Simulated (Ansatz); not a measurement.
Run this with Ansatz's Python interface and show what comes out.

Script `run_methods.py`:
```python
from pathlib import Path

import ansatz
import numpy as np
from rdkit import Chem
from rdkit.Chem import AllChem

config = {
    'basis': 'def2-SVP',
}


def main() -> None:
    rd = Chem.AddHs(Chem.MolFromSmiles('C#CCOC'))
    AllChem.EmbedMolecule(rd, randomSeed=239)
    AllChem.UFFOptimizeMolecule(rd)
    geometry = ansatz.Crystal.molecule()
    for atom, xyz in zip(rd.GetAtoms(), rd.GetConformer().GetPositions()):
        geometry = geometry.atom(atom.GetSymbol(), xyz.round(5).tolist())

    job = geometry.calculation().basis(gaussian=config['basis'])

    print('functional    E (Ha)        dipole (D)   HOMO (eV)  LUMO (eV)')
    for name in ['revpbe', 'pbe', 'blyp', 'lda', 'b3lyp']:
        data = job.functional(name).forces().orbitals().run(threads=1, pin='off', runs_dir='runs').report
        lines = Path(data['orbitals_path']).read_text().splitlines()
        field_of = lambda key: [line.split('=')[1].strip() for line in lines if line.startswith(key)]
        orbitals = [(27.211386 * float(e), s, float(n)) for e, s, n in zip(field_of('Ene='), field_of('Spin='), field_of('Occup='))]
        homo = max(e for e, _, n in orbitals if n > 0.5)
        lumo = min(e for e, _, n in orbitals if n < 0.5)
        dipole = 4.803205 * np.linalg.norm(data['charge_distribution']['dipole_moment_e_ang'])
        print(f'{name:10s} {data["free_energy_ev"] / 27.211386246:14.6f} {dipole:9.3f} {homo:11.3f} {lumo:10.3f}')


if __name__ == '__main__':
    main()
```

Running `python run_methods.py` prints:
```text
functional    E (Ha)        dipole (D)   HOMO (eV)  LUMO (eV)
revpbe        -230.919330     1.242      -5.891     -0.079
pbe           -230.694472     1.245      -5.922     -0.171
blyp          -230.894215     1.217      -5.783      0.010
lda           -228.979812     1.287      -6.010     -0.416
b3lyp         -230.990072     1.338      -7.245      0.680
```

What to keep in mind:
- Total energies depend on the basis set; only differences at equal settings carry meaning.
- The geometry is a force-field or estimated start, not a minimum of this method, and the basis set is short of its limit. A lower total doesn't mark the better method: functionals have no common bound, and MP2 and coupled cluster aren't variational.
- b3lyp holds the VWN-RPA fit, as in Gaussian; the form of ORCA and Turbomole is b3lyp5.
- Levels such as HOMO and LUMO are orbital energies: with these approximate functionals they aren't the ionisation energy and electron affinity, and their gap isn't the fundamental gap.
- It ran for 16 s on 1 thread of Intel(R) Xeon(R) Processor @ 2.30GHz (shared host), peak memory 0.35 GiB.
